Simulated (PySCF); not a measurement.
A mixed set of molecules.

All values: CAM-B3LYP/def2-SVPD (PySCF) at GFN2-xTB geometries, gas phase, one conformer each. Core orbitals are frozen in the response; Δα² is half the sum of the squared differences of the principal polarisabilities.

Question: Rank by HOMO–LUMO gap, lowest first.
A. `C#CC=O`
B. `ClC1CC1`
C. `O=S(=O)(Cl)CC[SiH3]`
D. `C=C[Si@@H](S)OCC`
E. `N#CC(C#N)C#N`
F. `N#C[C@@]1(F)C/C1=C/F`

Answer: A (8.64 eV), D (9.06 eV), F (9.53 eV), C (9.92 eV), B (10.76 eV), E (12.23 eV).

Question: Rank by HOMO energy, lowest first.
A. `C=C[Si@@H](S)OCC`
B. `O=S(CC[SiH3])(=O)Cl`
C. `ClC1CC1`
D. `N#CC(C#N)C#N`
E. `N#C[C@@]1(F)C/C1=C/F`

Answer: D (-12.43 eV), B (-10.47 eV), E (-9.89 eV), C (-9.24 eV), A (-8.64 eV).

All values together:

```tsv
SMILES	formula	μ (D)	HOMO (eV)	LUMO (eV)	α (Å³)	Δα (Å³)	electrons	α per electron (Å³)
C#CC=O	C3H2O	3.08	-9.77	-1.13	5.56	4.36	28	0.199
N#C[C@@]1(F)C/C1=C/F	C5H3F2N	4.72	-9.89	-0.35	9.33	3.72	58	0.161
ClC1CC1	C3H5Cl	2.05	-9.24	1.52	7.14	1.97	40	0.179
C=C[Si@@H](S)OCC	C4H10OSSi	1.22	-8.64	0.42	14.64	4.36	72	0.203
N#CC(C#N)C#N	C4HN3	3.16	-12.43	-0.20	7.92	2.70	46	0.172
O=S(=O)(Cl)CC[SiH3]	C2H7ClO2SSi	3.85	-10.47	-0.55	13.53	5.05	82	0.165
```

Conformers: `[CH2:1]=[CH:2][Si@@H:3]([SH:4])[O:5][CH2:6][CH3:7]` with C1–C2–Si3–S4 61°, C2–Si3–S4–H 55°, C2–Si3–O5–C6 -170°, Si3–O5–C6–C7 156°; `[O:1]=[S:2](=[O:3])([Cl:4])[CH2:5][CH2:6][SiH3:7]` with O1–S2–C5–C6 78°, S2–C5–C6–Si7 -53°.

How closely does the mean polarisability follow the number of electrons in this set?

The correlation coefficient is 0.96; α per electron runs from 0.161 to 0.203 Å³.
